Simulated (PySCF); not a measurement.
CF3NH2.
Z-matrix (Å and degrees, PBE0-D3(BJ)/def2-SVP geometry), rows numbered from 1:
```
N 
C   1  1.3930
F   2  1.3315  1  110.28
F   2  1.3311  1  110.24  3  -120.60
F   2  1.3529  1  114.62  3   119.76
H   1  1.0154  2  111.73  3   -57.47
H   1  1.0155  2  111.67  3   177.87
```

The closed-shell ground state was solved at several levels (PySCF, density fitting, gas phase, non-relativistic).

```json
{"level": "PBE0/6-31G", "basis functions": "49", "total energy (Eh)": "-393.1016", "HOMO (eV)": "-8.61", "LUMO (eV)": "2.03", "gap (eV)": "10.64", "dipole (D)": "2.94"}
{"level": "wB97X-D/pcSseg-2", "basis functions": "208", "total energy (Eh)": "-393.6693", "HOMO (eV)": "-10.84", "LUMO (eV)": "2.15", "gap (eV)": "12.99", "dipole (D)": "2.52"}
{"level": "B97-2/pcSseg-2", "basis functions": "208", "total energy (Eh)": "-393.6565", "HOMO (eV)": "-8.60", "LUMO (eV)": "0.41", "gap (eV)": "9.01", "dipole (D)": "2.51"}
{"level": "PBE0/def2-SVP", "basis functions": "80", "total energy (Eh)": "-392.9244", "HOMO (eV)": "-8.60", "LUMO (eV)": "1.68", "gap (eV)": "10.28", "dipole (D)": "2.57"}
{"level": "B3LYP/def2-SVPD", "basis functions": "125", "total energy (Eh)": "-393.3364", "HOMO (eV)": "-8.69", "LUMO (eV)": "0.11", "gap (eV)": "8.80", "dipole (D)": "2.52"}
{"level": "PBE0/cc-pVTZ", "basis functions": "178", "total energy (Eh)": "-393.3749", "HOMO (eV)": "-8.75", "LUMO (eV)": "1.05", "gap (eV)": "9.80", "dipole (D)": "2.47"}
{"level": "BHandHLYP/pcSseg-2", "basis functions": "208", "total energy (Eh)": "-393.6151", "HOMO (eV)": "-10.53", "LUMO (eV)": "0.83", "gap (eV)": "11.36", "dipole (D)": "2.61"}
{"level": "PBE0/aug-cc-pVDZ", "basis functions": "133", "total energy (Eh)": "-393.2785", "HOMO (eV)": "-8.87", "LUMO (eV)": "-0.29", "gap (eV)": "8.58", "dipole (D)": "2.47"}
{"level": "PBE0/STO-3G", "basis functions": "27", "total energy (Eh)": "-387.6859", "HOMO (eV)": "-5.04", "LUMO (eV)": "9.27", "gap (eV)": "14.31", "dipole (D)": "1.74"}
```

**Question.** What might PBE0/pcSseg-0 (49 basis functions) give for the same quantities?

**Answer.** Total energy -392.2956 Eh, HOMO -8.67 eV, LUMO 1.76 eV, gap 10.43 eV, dipole 2.87 D.

**Question.** Over all these levels, which gives the widest orbital gap and which the narrowest?

**Answer.** PBE0/STO-3G has the widest, 14.31 eV, and PBE0/aug-cc-pVDZ the narrowest, 8.58 eV. The two share the functional. From the narrowest to the widest the HOMO moves by +3.83 eV and the LUMO by +9.56 eV.

**Question.** How much does the basis alone move the frontier levels among the 6 PBE0 rows (the withheld one included)?

**Answer.** The HOMO by 3.83 eV and the LUMO by 9.56 eV. By rising basis size (HOMO, LUMO in eV): STO-3G -5.04, 9.27; 6-31G -8.61, 2.03; pcSseg-0 -8.67, 1.76; def2-SVP -8.60, 1.68; aug-cc-pVDZ -8.87, -0.29; cc-pVTZ -8.75, 1.05.

**Question.** How far do the dipole and the HOMO energy spread over the levels?

**Answer.** The dipole runs from 1.74 to 2.94 D (mean 2.52 D) and the HOMO from -10.84 to -5.04 eV.

The pairwise dispersion term of wB97X-D wasn't added to the energies; at a given geometry it leaves orbitals and properties as they are.
